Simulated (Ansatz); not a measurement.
C6H7N can be A, `C=C1CC(C#N)C1`, or B, `N#CC1=CCCC1`.

Computed with Ansatz on PBE0-D4/def2-TZVP structures; ΔE is electronic, products minus reactants. CBS: MP2 limit from def2 TZ/QZ plus the TZ coupled-cluster correction, frozen cores. DFT in def2-TZVPP. B3LYP here is the variant with VWN-RPA as its local correlation; programs differ in this.

A:

```xyz
14

C    -1.047    1.111   -1.688
C    -0.414    0.428   -0.753
C    -0.793   -0.739    0.127
C     0.346   -0.301    1.092
C     1.214   -1.330    1.618
N     1.910   -2.156    2.014
C     0.904    0.609   -0.038
H    -0.595    1.978   -2.157
H    -2.041    0.828   -2.017
H    -0.570   -1.702   -0.339
H    -1.801   -0.767    0.539
H    -0.047    0.294    1.918
H     1.733    0.128   -0.563
H     1.201    1.619    0.247
```

B:

```xyz
14

N     0.799    3.466    0.609
C     0.510    2.377    0.362
C     0.175    1.026    0.093
C    -0.447    0.591   -1.005
C    -0.702   -0.880   -0.944
C     0.180   -1.344    0.226
C     0.436   -0.089    1.075
H    -0.767    1.228   -1.820
H    -0.466   -1.388   -1.883
H    -1.768   -1.062   -0.756
H     1.131   -1.712   -0.166
H    -0.270   -2.154    0.801
H     1.445   -0.053    1.490
H    -0.257   -0.008    1.919
```

Task: Which isomer does CCSD(T)/CBS put lower? Give the gap. (Estimate.)

Result: The calculation gave: B, by 99.1 kJ/mol.

Task: Give E(B) − E(A) in kJ/mol with BLYP-D4, CCSD/def2-TZVPP, CCSD(T)/def2-TZVPP, PBE-D4, B2PLYP, B3LYP-D4, CCSD(T)/def2-SVP. (An estimate is asked.)

Result: Ansatz gave: BLYP-D4 -96.6, CCSD/def2-TZVPP -97.2, CCSD(T)/def2-TZVPP -98.8, PBE-D4 -98.2, B2PLYP -99.5, B3LYP-D4 -98.4, CCSD(T)/def2-SVP -103.5. None reverses the order clearly.

Task: Does the order hold for the free energy at 298.15 K (harmonic terms from PBE0-D4)? (Best estimate.)

Result: Computed: Yes: G(B) − G(A) = -92.4 kJ/mol.

Largest T1 diagnostic: 0.012.

From BLYP to BHLYP (50 % exact exchange), in def2-TZVPP and without D4, E(B) − E(A) moves by −5.4 kJ/mol. At CCSD(T), def2-SVP lies −4.3 kJ/mol from the extrapolated value and def2-TZVPP +0.3 kJ/mol.
